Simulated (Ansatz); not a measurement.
**BGeNH: competing structures and spins**

Ansatz 0.2.0, basis cc-pVDZ; geometries are PBE0/def2-TZVP minima. Wave-function levels freeze the cores with the filled d shells of p-block atoms; HF, MP2 and coupled cluster are restricted for singlets and unrestricted otherwise, restricted open-shell where a d shell is frozen, Kohn–Sham unrestricted where that lies lower. The reference is CCSDT(Q) (coupled cluster only where its series has nearly closed). Semilocal and hybrid functionals correlate all electrons outside any core potential and usually lie nearer their basis limit than the reference, so part of their error here is the reference's basis and frozen-core error; RPA and the MP2 part of double hybrids freeze the same cores as the reference. None of these values is a measured one. Energies are electronic, without zero-point terms. No spin–orbit coupling and no scalar relativity. The set is small: such energies can lie up to about 0.3 eV from the limit, spin gaps mostly less, so near ties and functionals' places can change in larger sets. The species are chosen: bound, without strong static correlation by their natural occupations or amplitudes, and with a ladder that closes on the reference, so errors are smaller than for species at large; levels whose determinant breaks symmetry or spin markedly are left out.

A. doublet; B–N 1.257, N–Ge 1.831, Ge–H 1.604, angles at N 171°, angles at Ge 95°. Coordinates (Å): B 0.000 -0.017 -2.483; Ge 0.000 -0.037 0.595; N 0.000 0.096 -1.231; H 0.000 1.548 0.839
B. quartet; B–Ge 2.138, B–N 1.346, N–Ge 1.938, B–H 1.181, angles at Ge 38°, angles at B 63/146/152°, angles at N 79°. Coordinates (Å): B 0.000 0.535 1.574; Ge 0.000 0.049 -0.508; N 0.000 -0.770 1.249; H 0.000 1.408 2.371
C. doublet; B–Ge 2.217, N–Ge 1.849, B–N 1.313, B–H 1.179, angles at B 56/141/163°, angles at Ge 36°, angles at N 87°. Coordinates (Å): Ge 0.000 0.060 0.506; B 0.000 0.451 -1.676; N 0.000 -0.754 -1.154; H 0.000 1.345 -2.445

**Question.** From bonding and spin, estimate the order of these in energy at CCSDT(Q), each at its own geometry.

**Answer.** At CCSDT(Q), above the lowest of those listed: C (0.0 kJ/mol), A (153.6 kJ/mol), B (289.5 kJ/mol).

```csv
level,A less C (kJ/mol),B less C (kJ/mol)
CCSDT(Q),153.6,289.5
HF,110.4,248.1
MP2,162.6,291.7
CCSD,148.1,289.0
CCSD(T),153.8,290.3
CCSDT,152.8,289.5
PBE,169.2,308.9
PBE0,166.3,301.1
B3LYP,159.5,320.3
B2PLYP,161.4,317.0
```

Every level shown puts the same form lowest.

The geometries are PBE0's, not this basis's own minima.
